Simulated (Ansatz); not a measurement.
**BFH3N: molecular dynamics**

Purpose: to let a guess near a reaction's saddle point go and see which way it falls. Runs: 150 steps of 0.5 fs at constant energy, with velocities drawn for 1000 K; 150 steps of 0.5 fs at constant energy, with velocities drawn for 1000 K. Reaction type: 1,2-elimination.

Method: UKS B3LYP/cc-pVDZ, in Ansatz 0.2.0.

### Step 1. The system as given

Bond lengths: B1–F2 1.681 Å, B1–N3 1.324 Å, B1–H5 1.152 Å, N3–H6 0.999 Å. Angles: F2–B1–N3 92.9°, F2–B1–H5 115.2°, N3–B1–H5 151.9°, B1–N3–H6 140.2°.

Structure file:

```xyz
6

B    -0.3068    0.2696   -0.4917
F     0.4222    1.3458    0.5744
N     0.0941   -0.7892    0.1957
H     0.6059    0.2045    0.9308
H    -0.8604    0.7563   -1.3764
H     0.0450   -1.7870    0.1673
```

### Step 2. Run 1

150 steps of 0.5 fs at constant energy, with velocities drawn for 1000 K.

File input.yaml:

```yaml
crystal:
  periodic: [false, false, false]
  atoms:
    - { symbol: B, position_ang: [-0.3068, 0.2696, -0.4917] }
    - { symbol: F, position_ang: [0.4222, 1.3458, 0.5744] }
    - { symbol: "N", position_ang: [0.0941, -0.7892, 0.1957] }
    - { symbol: H, position_ang: [0.6059, 0.2045, 0.9308] }
    - { symbol: H, position_ang: [-0.8604, 0.7563, -1.3764] }
    - { symbol: H, position_ang: [0.045, -1.787, 0.1673] }
magnetization:
  spin_polarized: true
basis:
  gaussian: { orbitals: cc-pVDZ }
hamiltonian:
  xc: b3lyp
md:
  timestep: 0.5
  n_steps: 150
  ensemble: nve
  temperature: 1000.0
  initial_velocities: maxwell_boltzmann
  seed: 954617
```

Launch:

```bash
$ ansatz run input.yaml --threads 1 --pin off --max-ram 2048MiB --backend cpu --events-out ev --progress --plain --runs-dir out
```

Output, shortened:

```text
Warning: RAYON_NUM_THREADS=1 ignored (pool sized by the plan → 1); use --threads N
[...]
Functional definition: B3LYP
[...]
606 factors; integrals over basis functions are off by at most 3.4e-4 eV
[...]
mean field -4932.10310495 eV, -181.2514460073 hartree, gradient 4.0e-6 eV, S^2 0.000000; 0 other end points of the search recorded, 0 dependent functions left out
[...]
reference -4932.10329218 eV, -181.2514528879 hartree; 12, 12 occupied and 45, 45 virtual orbitals, 606 factors
md step     0: t =     0.00 fs  T =  1000.0 K  F+E_penalty+E_count = -4932.10310495 eV  E_kin = 0.517040 eV  conserved = -4931.58606495 eV  (27 SCF iters)
[...]
md step    18: t =     9.00 fs  T =  3127.4 K  F+E_penalty+E_count = -4933.19495113 eV  E_kin = 1.616984 eV  conserved = -4931.57796696 eV  (30 SCF iters)
[...]
md step    36: t =    18.00 fs  T =  3629.6 K  F+E_penalty+E_count = -4933.47724428 eV  E_kin = 1.876647 eV  conserved = -4931.60059757 eV  (26 SCF iters)
[...]
md step    54: t =    27.00 fs  T =  4268.3 K  F+E_penalty+E_count = -4933.80329341 eV  E_kin = 2.206862 eV  conserved = -4931.59643152 eV  (27 SCF iters)
[...]
md step    72: t =    36.00 fs  T =  2658.3 K  F+E_penalty+E_count = -4932.96243736 eV  E_kin = 1.374458 eV  conserved = -4931.58797898 eV  (27 SCF iters)
md step    73: t =    36.50 fs  T =  2979.9 K  F+E_penalty+E_count = -4933.13282377 eV  E_kin = 1.540743 eV  conserved = -4931.59208064 eV  (30 SCF iters)
```

### Step 3. The output, continued: dynamics from the start

Output, continued, shortened:

```text
md step    74: t =    37.00 fs  T =  3188.6 K  F+E_penalty+E_count = -4933.24630096 eV  E_kin = 1.648635 eV  conserved = -4931.59766582 eV  (30 SCF iters)
[...]
md step    93: t =    46.50 fs  T =  3057.1 K  F+E_penalty+E_count = -4933.16842063 eV  E_kin = 1.580629 eV  conserved = -4931.58779151 eV  (30 SCF iters)
[...]
md step   112: t =    56.00 fs  T =  4060.8 K  F+E_penalty+E_count = -4933.68570784 eV  E_kin = 2.099610 eV  conserved = -4931.58609800 eV  (31 SCF iters)
[...]
md step   131: t =    65.50 fs  T =  2919.4 K  F+E_penalty+E_count = -4933.09416461 eV  E_kin = 1.509463 eV  conserved = -4931.58470171 eV  (30 SCF iters)
[...]
md step   149: t =    74.50 fs  T =  2150.3 K  F+E_penalty+E_count = -4932.69650758 eV  E_kin = 1.111812 eV  conserved = -4931.58469539 eV  (30 SCF iters)
[...]
md step   150: t =    75.00 fs  T =  2271.1 K  F+E_penalty+E_count = -4932.75976250 eV  E_kin = 1.174243 eV  conserved = -4931.58551970 eV  (29 SCF iters)
Total energy: -4932.75995414 eV, -181.2755847698 hartree
Atom 0 at    -0.281723     0.442630    -0.445461 Å, force     2.062634    -3.105218     3.252861 eV/Å
Atom 1 at     0.372345     1.309160     0.514643 Å, force    -0.934625     1.415321    -1.675252 eV/Å
Atom 2 at     0.147340    -0.852825     0.244310 Å, force    -0.579460     4.853110    -1.190968 eV/Å
Atom 3 at     0.713091    -0.114711     0.993180 Å, force    -1.363608    -4.203079    -1.314206 eV/Å
Atom 4 at    -0.871780     0.857939    -1.410804 Å, force     0.116317    -0.202033     0.305796 eV/Å
Atom 5 at    -0.119909    -1.850337     0.094244 Å, force     0.698742     1.241900     0.621768 eV/Å
Dipole moment:    -0.085906    -0.264139    -0.074631 e Å
```

It took 5.1 min on 1 thread of Arm Neoverse V1, shared host; peak memory 0.12 GiB.

### Step 4. What the atoms did

One step in 11; energies are changes from step 0:

```csv
time (fs),T (K),potential energy change (meV/atom),total energy change (meV/atom),H4–F2 (Å),B1–F2 (Å),H4–N3 (Å)
0.0,1000,0.0,0.00,1.21,1.68,1.34
5.5,1698,-59.9,0.25,1.42,1.62,1.19
11.0,4770,-326.7,-1.77,2.15,1.46,1.07
16.5,3700,-233.4,-0.68,2.67,1.20,1.15
22.0,5608,-398.5,-1.48,2.90,1.28,1.11
27.5,4034,-264.2,-2.76,2.98,1.53,1.00
33.0,2502,-129.4,0.04,3.34,1.62,1.22
38.5,1924,-80.9,-1.33,3.44,1.54,0.91
44.0,1655,-56.2,0.24,3.61,1.41,1.26
49.5,2639,-138.9,2.37,3.07,1.33,0.86
55.0,3451,-210.9,0.28,3.04,1.33,1.24
60.5,4347,-291.0,-2.65,2.75,1.33,0.92
66.0,3099,-180.8,0.09,2.66,1.33,1.21
71.5,3230,-193.1,-0.96,1.82,1.41,1.04
75.0,2271,-109.4,0.09,1.54,1.45,1.19
```

time (fs), T (K) and a bar:
```
      0.0       1000 
      3.5        963 
      6.5       2390 ###########
     10.0       4289 #########################
     13.0       3799 ######################
     16.5       3700 #####################
     19.5       3087 ################
     23.0       4914 ##############################
     26.0       4213 #########################
     29.5       1888 #######
     32.5       2860 ##############
     36.0       2658 #############
     39.0       1144 #
     42.5       1918 #######
     45.5       2240 ##########
     49.0       3094 ################
     52.0       4172 ########################
     55.5       3701 #####################
     58.5       4627 ############################
     62.0       4355 ##########################
     65.0       2844 ##############
     68.5       3965 #######################
     71.5       3230 #################
     75.0       2271 ##########
```

Bonds that form or break, judged by distance (formed within 1.15 times the sum of covalent radii and held on average over 12 fs, broken when stretched by half; pairs already stretched at the start don't count as bonds):

```csv
time (fs),bond,event
6.5,N3–H4,forms
8.0,B1–F2,forms
```

### Step 5. Positions and forces

Positions (Å) and forces (eV/Å):

```xyz
6
time_fs=9.5 T=3683 dE=-1.3893
B    -0.309    0.360   -0.429    4.093    1.614    4.078
F     0.382    1.316    0.523   -1.736    0.739   -2.336
N     0.154   -0.772    0.233   -4.606   -0.858   -6.263
H     0.672   -0.524    0.951    3.128    0.517    4.916
H    -0.687    0.690   -1.472   -0.900    0.106   -0.641
H    -0.247   -1.634    0.009    0.022   -2.118    0.245
6
time_fs=19.0 T=2884 dE=-0.9637
B    -0.133    0.486   -0.235   -3.706  -10.182   -5.170
F     0.306    1.364    0.420    3.834    8.696    5.427
N     0.143   -0.867    0.218   -4.659    4.389   -7.861
H     0.531   -1.248    0.898    5.716   -2.616    9.194
H    -0.803    0.557   -1.272    0.339    0.374    0.555
H    -0.281   -1.712   -0.063   -1.523   -0.660   -2.145
6
time_fs=28.0 T=3456 dE=-1.2878
B    -0.070    0.250   -0.191   -1.851    6.867    0.146
F     0.317    1.611    0.433   -0.211   -4.183   -1.040
N     0.098   -1.039    0.183   -0.866    3.355   -2.516
H     0.551   -1.296    0.961    2.031   -2.366    3.266
H    -0.973    0.583   -1.059    1.491   -0.888    0.597
H    -0.395   -1.433   -0.565   -0.594   -2.784   -0.452
6
time_fs=37.5 T=3137 dE=-1.1220
B    -0.082    0.318   -0.097    0.064   -0.235   -0.578
F     0.329    1.732    0.422   -0.791   -5.098   -0.708
N     0.060   -1.172    0.131    1.121    2.472    1.479
H     0.574   -1.697    0.835    0.339    0.804    0.663
H    -0.750    0.336   -1.098   -0.071    0.928   -0.040
H    -0.208   -1.944   -0.479   -0.662    1.129   -0.815
6
time_fs=47.0 T=3501 dE=-1.2984
B    -0.097    0.419   -0.056    1.107   -3.661   -0.496
F     0.312    1.637    0.387    0.458   -1.410    1.633
N     0.079   -1.157    0.148    1.639    3.328    2.435
H     0.713   -1.672    0.916   -2.106    1.480   -2.437
H    -0.558    0.606   -1.075   -1.520   -0.159   -1.825
H    -0.323   -1.736   -0.608    0.422    0.422    0.689
6
time_fs=56.0 T=4061 dE=-1.5826
B    -0.095    0.331   -0.148   -1.884    5.646   -2.614
F     0.310    1.472    0.409    0.796    0.334    1.098
N     0.102   -0.913    0.189    1.843   -5.737    2.341
H     0.743   -1.413    1.052   -2.665    1.718   -3.684
H    -0.825    0.645   -1.174    0.712   -0.966    0.935
H    -0.398   -1.369   -0.630    1.198   -0.996    1.924
6
time_fs=65.5 T=2919 dE=-0.9911
B    -0.184    0.468   -0.375   -0.833   -3.908    1.561
F     0.343    1.332    0.480    0.085    3.293   -0.601
N     0.122   -0.787    0.230    2.014   -5.394    2.224
H     0.800   -1.257    1.144   -2.218    3.279   -3.182
H    -1.091    0.276   -1.269    1.394    1.433    0.712
H    -0.133   -1.745   -0.091   -0.441    1.298   -0.715
6
time_fs=75.0 T=2271 dE=-0.6567
B    -0.282    0.443   -0.446    2.063   -3.105    3.253
F     0.372    1.309    0.515   -0.935    1.415   -1.675
N     0.147   -0.853    0.244   -0.580    4.853   -1.191
H     0.713   -0.115    0.993   -1.364   -4.203   -1.314
H    -0.872    0.858   -1.411    0.116   -0.202    0.306
H    -0.120   -1.850    0.094    0.699    1.242    0.622
```

Reading of run 1. At the last frame the bonds meant to break are whole and the new ones absent: it fell back to the reactants' side (BFH3N). The temperature starts at 1000 K and averages 3175 K in the second half, where it ranges from 834 to 5180 K; the start was no minimum (force components up to 1.7 eV/Å), and the potential energy that it sheds (188 meV/atom) turns into motion, which in so few atoms is no thermal temperature. The total energy strays from its start by at most 3.66 meV/atom, 1.3 % of the mean kinetic energy, which is good for a step of 0.5 fs. Bonds change: the first event comes at 6.5 fs (N3–H4 forms). By that distance rule the pieces at the end are BFH3N; a long dative bond can count as broken.

### Step 6. Run 2

150 steps of 0.5 fs at constant energy, with velocities drawn for 1000 K.

input.yaml, as its differences from that of step 2:

```diff
@@ -21,2 +21,2 @@
   initial_velocities: maxwell_boltzmann
-  seed: 954617
+  seed: 971515
```

Launch:

```bash
$ ansatz run input.yaml --threads 1 --pin off --max-ram 2048MiB --backend cpu --events-out ev --progress --plain --runs-dir out
```

Output, shortened:

```text
Warning: RAYON_NUM_THREADS=1 ignored (pool sized by the plan → 1); use --threads N
[...]
[... 1 set-up line as earlier in the session ...]
[...]
606 factors; integrals over basis functions are off by at most 3.4e-4 eV
[...]
mean field -4932.10310495 eV, -181.2514460073 hartree, gradient 4.0e-6 eV, S^2 0.000000; 0 other end points of the search recorded, 0 dependent functions left out
[...]
reference -4932.10329218 eV, -181.2514528879 hartree; 12, 12 occupied and 45, 45 virtual orbitals, 606 factors
md step     0: t =     0.00 fs  T =  1000.0 K  F+E_penalty+E_count = -4932.10310495 eV  E_kin = 0.517040 eV  conserved = -4931.58606495 eV  (27 SCF iters)
[...]
md step    19: t =     9.50 fs  T =  4332.7 K  F+E_penalty+E_count = -4933.83005576 eV  E_kin = 2.240166 eV  conserved = -4931.58989016 eV  (30 SCF iters)
[...]
md step    38: t =    19.00 fs  T =  3102.5 K  F+E_penalty+E_count = -4933.17719434 eV  E_kin = 1.604108 eV  conserved = -4931.57308593 eV  (29 SCF iters)
[...]
md step    57: t =    28.50 fs  T =  2517.9 K  F+E_penalty+E_count = -4932.87779300 eV  E_kin = 1.301843 eV  conserved = -4931.57595027 eV  (31 SCF iters)
[...]
md step    74: t =    37.00 fs  T =  3003.6 K  F+E_penalty+E_count = -4933.15069660 eV  E_kin = 1.553006 eV  conserved = -4931.59769031 eV  (30 SCF iters)
md step    75: t =    37.50 fs  T =  2605.5 K  F+E_penalty+E_count = -4932.94270081 eV  E_kin = 1.347161 eV  conserved = -4931.59553969 eV  (30 SCF iters)
```

### Step 7. The output, continued: dynamics from the start

Output, continued, shortened:

```text
md step    76: t =    38.00 fs  T =  2022.7 K  F+E_penalty+E_count = -4932.63160626 eV  E_kin = 1.045838 eV  conserved = -4931.58576821 eV  (31 SCF iters)
[...]
md step    94: t =    47.00 fs  T =  2680.8 K  F+E_penalty+E_count = -4932.98290164 eV  E_kin = 1.386096 eV  conserved = -4931.59680589 eV  (29 SCF iters)
[...]
md step   112: t =    56.00 fs  T =  5142.5 K  F+E_penalty+E_count = -4934.25045701 eV  E_kin = 2.658884 eV  conserved = -4931.59157262 eV  (29 SCF iters)
[...]
md step   130: t =    65.00 fs  T =  4366.3 K  F+E_penalty+E_count = -4933.84553353 eV  E_kin = 2.257546 eV  conserved = -4931.58798740 eV  (30 SCF iters)
[...]
md step   148: t =    74.00 fs  T =  2807.5 K  F+E_penalty+E_count = -4933.03531285 eV  E_kin = 1.451606 eV  conserved = -4931.58370655 eV  (31 SCF iters)
[...]
md step   149: t =    74.50 fs  T =  3081.3 K  F+E_penalty+E_count = -4933.17853651 eV  E_kin = 1.593167 eV  conserved = -4931.58536913 eV  (30 SCF iters)
[...]
md step   150: t =    75.00 fs  T =  3374.7 K  F+E_penalty+E_count = -4933.33259487 eV  E_kin = 1.744831 eV  conserved = -4931.58776418 eV  (26 SCF iters)
Total energy: -4933.33278820 eV, -181.2966360331 hartree
Atom 0 at    -0.246070     0.498924    -0.445892 Å, force     0.984471    -3.612937     1.989757 eV/Å
Atom 1 at     0.363453     1.273259     0.506924 Å, force    -0.736521     3.052264    -1.077759 eV/Å
Atom 2 at     0.097636    -0.828129     0.266840 Å, force     0.811764    -0.002394    -1.720253 eV/Å
Atom 3 at     0.735206    -0.364683     0.994786 Å, force    -0.870962    -2.155589    -0.974516 eV/Å
Atom 4 at    -0.918383     0.848610    -1.456445 Å, force     0.874664    -0.363791     1.249035 eV/Å
Atom 5 at     0.380499    -1.861270    -0.024699 Å, force    -1.063415     3.082447     0.533737 eV/Å
Dipole moment:     0.097953    -0.229285    -0.133204 e Å
```

Wall time 5.1 min (1 thread of Arm Neoverse V1, shared host); peak memory 0.12 GiB.

### Step 8. The trajectory

One step in 8; energies are changes from step 0:

```csv
time (fs),T (K),potential energy change (meV/atom),total energy change (meV/atom),H4–F2 (Å),B1–F2 (Å),H4–N3 (Å)
0.0,1000,0.0,0.00,1.21,1.68,1.34
4.0,1322,-27.5,0.20,1.29,1.61,1.28
8.0,3181,-187.7,0.19,1.68,1.51,0.94
12.0,4543,-305.8,-0.49,2.33,1.36,1.17
16.0,3253,-194.1,0.11,2.71,1.20,1.15
20.0,4249,-280.7,-0.78,2.83,1.22,0.91
24.0,4269,-281.2,0.50,3.14,1.42,1.21
28.0,3115,-183.0,-0.67,3.04,1.58,0.90
32.0,3079,-179.4,-0.24,3.26,1.63,1.14
36.0,2995,-172.6,-0.60,3.36,1.56,1.09
40.0,2022,-89.2,-1.11,3.37,1.45,0.97
44.0,1105,-8.2,0.85,3.48,1.35,1.21
48.0,2220,-105.4,-0.24,3.25,1.31,0.91
52.0,3686,-231.6,-0.11,3.31,1.35,1.14
56.0,5143,-357.9,-0.92,3.13,1.41,1.08
60.0,4069,-265.8,-1.43,2.83,1.42,0.97
64.0,3813,-242.2,0.23,2.64,1.35,1.18
68.0,3594,-222.7,0.82,2.10,1.28,0.94
72.0,2595,-137.1,0.38,1.76,1.31,1.12
75.0,3375,-204.9,-0.28,1.75,1.37,1.07
```

time (fs), T (K) and a bar:
```
      0.0       1000 
      3.5       1132 #
      6.5       2448 ###########
     10.0       4744 #############################
     13.0       3859 ######################
     16.5       3459 ###################
     19.5       3493 ###################
     23.0       4863 ##############################
     26.0       4142 ########################
     29.5       2580 ############
     32.5       2802 ##############
     36.0       2995 ###############
     39.0       1431 ###
     42.5       1549 ####
     45.5       1816 ######
     49.0       2017 ########
     52.0       3686 #####################
     55.5       4770 #############################
     58.5       3753 #####################
     62.0       3652 #####################
     65.0       4366 ##########################
     68.5       3296 ##################
     71.5       2756 ##############
     75.0       3375 ##################
```

Bonds that form or break, judged by distance (formed within 1.15 times the sum of covalent radii and held on average over 12 fs, broken when stretched by half; pairs already stretched at the start don't count as bonds):

```csv
time (fs),bond,event
6.0,B1–F2,forms
6.0,N3–H4,forms
```

### Step 9. Snapshots as a file

Positions (Å) and forces (eV/Å):

```xyz
6
time_fs=9.5 T=4333 dE=-1.7270
B    -0.280    0.369   -0.394    1.944    3.123    0.289
F     0.373    1.306    0.512   -1.342    1.111   -1.761
N     0.121   -0.769    0.236   -3.137   -1.361   -2.938
H     0.786   -0.530    0.864    2.623    0.089    3.014
H    -0.681    0.787   -1.541    0.003   -0.887    1.790
H    -0.044   -1.686   -0.038   -0.091   -2.075   -0.394
6
time_fs=19.0 T=3102 dE=-1.0741
B    -0.143    0.509   -0.269   -2.739  -10.167   -3.697
F     0.304    1.371    0.426    3.065    7.587    4.611
N     0.137   -0.892    0.260   -5.828    5.650   -7.807
H     0.623   -1.336    0.846    5.762   -2.977    7.286
H    -0.851    0.581   -1.313    0.785    0.235    1.047
H    -0.121   -1.681   -0.292   -1.044   -0.329   -1.440
6
time_fs=28.0 T=3115 dE=-1.0977
B    -0.072    0.230   -0.209   -0.070    7.599    1.910
F     0.311    1.619    0.446   -0.347   -4.274   -1.276
N     0.108   -1.023    0.179   -1.947    2.318   -5.086
H     0.465   -1.377    0.929    2.811   -3.376    5.494
H    -0.876    0.493   -1.012   -0.242    0.000   -1.254
H    -0.402   -1.427   -0.577   -0.204   -2.268    0.212
6
time_fs=37.5 T=2606 dE=-0.8396
B    -0.046    0.336   -0.074   -0.892   -0.538   -1.584
F     0.309    1.727    0.429   -0.275   -4.805   -0.284
N     0.087   -1.192    0.085   -0.147    5.010   -0.916
H     0.376   -1.564    0.901    2.028   -1.354    4.021
H    -0.678    0.406   -1.098   -0.045    0.762   -0.050
H    -0.464   -1.960   -0.283   -0.668    0.924   -1.187
6
time_fs=47.0 T=2681 dE=-0.8798
B    -0.095    0.485   -0.062   -0.095   -5.004   -3.310
F     0.300    1.641    0.407    0.844   -0.012    2.155
N     0.122   -1.220    0.115   -1.063    5.433   -0.948
H     0.556   -1.627    0.914    0.076   -0.467    0.953
H    -0.471    0.691   -1.227   -0.556   -0.623    0.634
H    -0.658   -1.770   -0.304    0.794    0.672    0.515
6
time_fs=56.0 T=5143 dE=-2.1474
B    -0.119    0.344   -0.207    0.972    2.986    0.867
F     0.314    1.516    0.450   -0.160   -1.814   -0.533
N     0.150   -0.970    0.163   -2.232   -2.125   -0.094
H     0.541   -1.564    0.971   -0.863    1.861   -1.571
H    -0.758    0.633   -1.210    0.000   -0.564    0.302
H    -0.749   -1.384   -0.288    2.283   -0.343    1.028
6
time_fs=65.5 T=4612 dE=-1.8718
B    -0.129    0.438   -0.365   -0.950   -2.372    2.108
F     0.330    1.335    0.484    0.532    3.239   -0.196
N     0.127   -0.793    0.208    0.172   -4.648    1.167
H     0.550   -0.997    1.198   -0.837    0.796   -2.673
H    -1.042    0.287   -1.103    0.034    1.377   -1.280
H    -0.332   -1.670   -0.204    1.048    1.608    0.874
6
time_fs=75.0 T=3375 dE=-1.2295
B    -0.246    0.499   -0.446    0.985   -3.613    1.990
F     0.363    1.273    0.507   -0.737    3.052   -1.078
N     0.098   -0.828    0.267    0.812   -0.002   -1.720
H     0.735   -0.365    0.995   -0.871   -2.156   -0.975
H    -0.918    0.849   -1.456    0.875   -0.364    1.249
H     0.381   -1.861   -0.025   -1.063    3.082    0.534
```

On run 2: At the last frame the bonds meant to break are whole and the new ones absent: it fell back to the reactants' side (BFH3N). The temperature starts at 1000 K and averages 3147 K in the second half, where it ranges from 1105 to 5358 K; the start was no minimum (force components up to 1.7 eV/Å), and the potential energy that it sheds (185 meV/atom) turns into motion, which in so few atoms is no thermal temperature. The total energy strays from its start by at most 2.39 meV/atom, 0.9 % of the mean kinetic energy, which is good for a step of 0.5 fs. Bonds change: the first event comes at 6.0 fs (B1–F2 forms). By that distance rule the pieces at the end are BFH3N; a long dative bond can count as broken.

### Step 10. What came out

| quantity | value |
| --- | --- |
| run 1: length | 150 steps of 0.5 fs |
| run 1: temperature, first and last step | 1000 and 2271 K |
| run 1: temperature, second half | mean 3175 K, from 834 to 5180 K |
| run 1: potential energy, second half | -188 meV/atom from this run's first step |
| run 1: largest change of the total energy | 3.66 meV/atom |
| run 1: bonds formed or broken | 2 |
| run 2: length | 150 steps of 0.5 fs |
| run 2: temperature, first and last step | 1000 and 3375 K |
| run 2: temperature, second half | mean 3147 K, from 1105 to 5358 K |
| run 2: potential energy, second half | -185 meV/atom from this run's first step |
| run 2: largest change of the total energy | 2.39 meV/atom |
| run 2: bonds formed or broken | 2 |

What this shows: Mean temperatures of the second halves: 3175 K, 3147 K. Bonds changed in run 1, run 2. Run 1: at the last frame the bonds meant to break are whole and the new ones absent: it fell back to the reactants' side (BFH3N). Run 2: at the last frame the bonds meant to break are whole and the new ones absent: it fell back to the reactants' side (BFH3N). A run of 75 fs with 6 atoms shows the motion but fixes no equilibrium value. The nuclei move classically, without zero-point motion, which matters most for hydrogen.
